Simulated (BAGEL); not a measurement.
# triplet CHFO at 4 levels

Wanted: a comparison of 4 runs (UHF/3-21G, ROHF/6-31G*, UHF/6-31G*, ROHF/def2-TZVPP) of triplet CHFO. 

Program for the calculation: BAGEL 1.2.2.

### 1 The molecule

CHFO: 4 atoms, total charge 0, spin state triplet. SMILES of the parent species: `O=CF`. The coordinates come from a GFN2-xTB relaxation. That shape belongs to the parent species and isn't relaxed for this state.

Bond lengths: O1–C2 1.171 Å, C2–F3 1.341 Å, C2–H4 1.098 Å. Angles: O1–C2–F3 122.3°, O1–C2–H4 129.0°, F3–C2–H4 108.7°.

### 2 The energy at UHF/3-21G (density fitting with qzvpp-jkfit) (run 1)

input.json

```json
{ "bagel": [

{
  "title": "molecule",
  "basis": "3-21g",
  "df_basis": "qzvpp-jkfit",
  "angstrom": "true",
  "geometry": [
    { "atom": "O", "xyz": [      -0.889680,       0.196020,       0.829980 ] },
    { "atom": "C", "xyz": [      -0.049740,       0.073340,       0.022930 ] },
    { "atom": "F", "xyz": [       0.584370,      -1.090860,      -0.181350 ] },
    { "atom": "H", "xyz": [       0.355050,       0.821510,      -0.671560 ] }
  ]
},

{
  "title": "uhf",
  "charge": 0,
  "nopen": 2
},

{
  "title": "print",
  "file": "orbitals.molden",
  "orbitals": "true"
}

]}
```

Launch:

```console
BAGEL_NUM_THREADS=1 BAGEL input.json > input.out
```

Output:

```text
* using 1 threads per process

  ===============================================================
  ===============================================================

  *** Geometry ***

  { "atom" : "O", "xyz" : [     -1.681252,      0.370424,      1.568435 ] },
  { "atom" : "C", "xyz" : [     -0.093995,      0.138593,      0.043331 ] },
  { "atom" : "F", "xyz" : [      1.104299,     -2.061427,     -0.342702 ] },
  { "atom" : "H", "xyz" : [      0.670947,      1.552429,     -1.269064 ] },

  Number of auxiliary basis functions:      247

  Since a DF basis is specified, we compute 2- and 3-index integrals:
    o Being stored without compression. Storage requirement is 0.002 GB

  Number of basis functions:       29
  Number of electrons      :       24

    * METHOD: MOLECULE                             0.03

  *** Open-shell HF ***

  === Nuclear Repulsion ===
    67.6421796645

      * DIIS with orbital gradients will be used.

  === UHF iteration (3-21g) ===
      0       -211.27436409          0.06795594           0.00
      1       -211.36832818          0.03961030           0.00
      2       -211.39704451          0.02026169           0.00
      3       -211.40608514          0.00579737           0.00
      4       -211.41068124          0.00216368           0.00
      5       -211.41144841          0.00137809           0.00
      6       -211.41187822          0.00076293           0.00
      7       -211.41199229          0.00042376           0.00
      8       -211.41202711          0.00016732           0.00
      9       -211.41203307          0.00004799           0.00
     10       -211.41203458          0.00002330           0.00
     11       -211.41203506          0.00001254           0.00
     12       -211.41203519          0.00000644           0.00
     13       -211.41203521          0.00000249           0.00
     14       -211.41203521          0.00000139           0.00
     15       -211.41203521          0.00000097           0.00
     16       -211.41203521          0.00000064           0.00
     17       -211.41203521          0.00000039           0.00
     18       -211.41203521          0.00000019           0.00
     19       -211.41203521          0.00000012           0.00
     20       -211.41203521          0.00000007           0.00
     21       -211.41203521          0.00000003           0.00
     22       -211.41203521          0.00000002           0.00
     23       -211.41203521          0.00000001           0.00
     24       -211.41203521          0.00000001           0.00
    * SCF iteration converged.

    * S^2 (UHF) is 2.0104

    * Permanent dipole moment:
           (   -0.026911,    -0.578669,     0.246353) a.u.

    * METHOD: UHF                                  0.13

    * METHOD: PRINT                                0.00

  ===============================================================
```

It took 0.3 s on 1 thread of Intel Xeon 6975P-C (Granite Rapids), shared host.

### 3 A single-point energy at ROHF/6-31G(d) (density fitting with qzvpp-jkfit, spherical functions) (run 2)

job.json

```json
{ "bagel": [

{
  "title": "molecule",
  "basis": "6-31gs.json",
  "df_basis": "qzvpp-jkfit",
  "angstrom": "true",
  "geometry": [
    { "atom": "O", "xyz": [   -0.889680,    0.196020,    0.829980 ] },
    { "atom": "C", "xyz": [   -0.049740,    0.073340,    0.022930 ] },
    { "atom": "F", "xyz": [    0.584370,   -1.090860,   -0.181350 ] },
    { "atom": "H", "xyz": [    0.355050,    0.821510,   -0.671560 ] }
  ]
},
{ "title": "rohf", "nopen": 2 },
{ "title": "print", "file": "orbitals.molden", "orbitals": "true" }

]}
```

The basis set 6-31G* is read from a file made from the Basis Set Exchange's data (not shown).

Launch:

```console
BAGEL_NUM_THREADS=1 BAGEL job.json > job.out
```

Output:

```text
* using 1 threads per process

  ===============================================================
  ===============================================================

  *** Geometry ***

  { "atom" : "O", "xyz" : [     -1.681252,      0.370424,      1.568435 ] },
  { "atom" : "C", "xyz" : [     -0.093995,      0.138593,      0.043331 ] },
  { "atom" : "F", "xyz" : [      1.104299,     -2.061427,     -0.342702 ] },
  { "atom" : "H", "xyz" : [      0.670947,      1.552429,     -1.269064 ] },

  Number of auxiliary basis functions:      247

  Since a DF basis is specified, we compute 2- and 3-index integrals:
    o Being stored without compression. Storage requirement is 0.004 GB

  Number of basis functions:       44
  Number of electrons      :       24

    * METHOD: MOLECULE                             0.03

  *** Open-shell HF ***

  === Nuclear Repulsion ===
    67.6421796645

      * DIIS with orbital gradients will be used.

  === ROHF iteration (6-31gs.json) ===
      0       -212.37212385          0.05770888           0.01
      1       -212.48129621          0.04014251           0.01
      2       -212.53136342          0.02289115           0.01
      3       -212.55657483          0.00620336           0.01
      4       -212.56551256          0.00264334           0.01
      5       -212.56728064          0.00150781           0.01
      6       -212.56774799          0.00096815           0.01
      7       -212.56809991          0.00056841           0.01
      8       -212.56828397          0.00025703           0.01
      9       -212.56831573          0.00008038           0.01
     10       -212.56831741          0.00003386           0.01
     11       -212.56831647          0.00001252           0.01
     12       -212.56831792          0.00000507           0.01
     13       -212.56831769          0.00000195           0.01
     14       -212.56831782          0.00000101           0.01
     15       -212.56831786          0.00000063           0.01
     16       -212.56831787          0.00000026           0.01
     17       -212.56831787          0.00000014           0.01
     18       -212.56831787          0.00000006           0.01
     19       -212.56831787          0.00000003           0.01
     20       -212.56831787          0.00000001           0.01
     21       -212.56831787          0.00000001           0.01
    * SCF iteration converged.

    * S^2 (ROHF) is 2.0000

    * Permanent dipole moment:
           (    0.012102,    -0.526530,     0.186993) a.u.

    * METHOD: ROHF                                 0.24

    * METHOD: PRINT                                0.00

  ===============================================================
```

Run time: 0.42 s. Hardware: 1 thread of Intel Xeon 6975P-C (Granite Rapids), shared host.

Run 3 isn't shown in full; the table further down has it.

### 4 The energy at ROHF/def2-TZVPP (density fitting with qzvpp-jkfit) (run 4)

hf.json

```json
{ "bagel" : [

{
  "title" : "molecule",
  "basis" : "tzvpp",
  "df_basis" : "qzvpp-jkfit",
  "angstrom" : true,
  "geometry" : [
    { "atom" : "O", "xyz" : [   -0.889680,    0.196020,    0.829980 ] },
    { "atom" : "C", "xyz" : [   -0.049740,    0.073340,    0.022930 ] },
    { "atom" : "F", "xyz" : [    0.584370,   -1.090860,   -0.181350 ] },
    { "atom" : "H", "xyz" : [    0.355050,    0.821510,   -0.671560 ] }
  ]
},
{ "title" : "rohf", "nopen" : 2 },
{ "title" : "print", "file" : "orbitals.molden", "orbitals" : true }

]}
```

Launch:

```console
BAGEL_NUM_THREADS=1 BAGEL hf.json > hf.out
```

Output:

```text
* using 1 threads per process

  ===============================================================
  ===============================================================

  *** Geometry ***

  { "atom" : "O", "xyz" : [     -1.681252,      0.370424,      1.568435 ] },
  { "atom" : "C", "xyz" : [     -0.093995,      0.138593,      0.043331 ] },
  { "atom" : "F", "xyz" : [      1.104299,     -2.061427,     -0.342702 ] },
  { "atom" : "H", "xyz" : [      0.670947,      1.552429,     -1.269064 ] },

  Number of auxiliary basis functions:      247

  Since a DF basis is specified, we compute 2- and 3-index integrals:
    o Being stored without compression. Storage requirement is 0.023 GB

  Number of basis functions:      107
  Number of electrons      :       24

    * METHOD: MOLECULE                             0.07

  *** Open-shell HF ***

  === Nuclear Repulsion ===
    67.6421796645

      * DIIS with orbital gradients will be used.

  === ROHF iteration (tzvpp) ===
      0       -212.42908492          0.04057265           0.04
      1       -212.55491073          0.03032135           0.04
      2       -212.61566879          0.01839756           0.03
      3       -212.65456334          0.00439105           0.03
      4       -212.66556090          0.00219451           0.04
      5       -212.66856039          0.00108684           0.04
      6       -212.66945608          0.00064496           0.04
      7       -212.66985065          0.00042420           0.04
      8       -212.67007526          0.00021992           0.04
      9       -212.67015255          0.00010358           0.04
     10       -212.67016312          0.00003233           0.04
     11       -212.67016335          0.00001394           0.04
     12       -212.67016241          0.00000621           0.03
     13       -212.67016235          0.00000250           0.03
     14       -212.67016232          0.00000144           0.04
     15       -212.67016239          0.00000103           0.04
     16       -212.67016242          0.00000071           0.04
     17       -212.67016245          0.00000032           0.04
     18       -212.67016248          0.00000019           0.04
     19       -212.67016249          0.00000010           0.04
     20       -212.67016249          0.00000004           0.04
     21       -212.67016248          0.00000002           0.04
     22       -212.67016248          0.00000001           0.03
    * SCF iteration converged.

    * S^2 (ROHF) is 2.0000

    * Permanent dipole moment:
           (    0.048950,    -0.505539,     0.141640) a.u.

    * METHOD: ROHF                                 0.91

    * METHOD: PRINT                                0.01

  ===============================================================
```

Wall time 1.1 s (1 thread of Intel Xeon 6975P-C (Granite Rapids), shared host).

### 5 All runs side by side

```
run                                                                level  energy (Eh)  dipole moment (D)   ⟨S²⟩  wall time
  1                         UHF/3-21G (density fitting with qzvpp-jkfit)  -211.412035               1.60  2.010      0.3 s
  2  ROHF/6-31G* (density fitting with qzvpp-jkfit, spherical functions)  -212.568318               1.42  2.000     0.42 s
  3   UHF/6-31G* (density fitting with qzvpp-jkfit, spherical functions)  -212.577067               1.43  2.015     0.44 s
  4                   ROHF/def2-TZVPP (density fitting with qzvpp-jkfit)  -212.670162               1.34  2.000      1.1 s
```

### 6 Summary of results

| quantity | value |
| --- | --- |
| run 4: total energy | -212.67016 Eh |
| run 4: dipole moment | 1.34 D |
| run 4: ⟨S²⟩ | 2.000 |

The dipole moment (its size) runs from 1.34 D (ROHF/def2-TZVPP) to 1.60 D (UHF/3-21G). The two ends differ in method and basis. All runs together took 2.3 s, the longest 1.1 s.
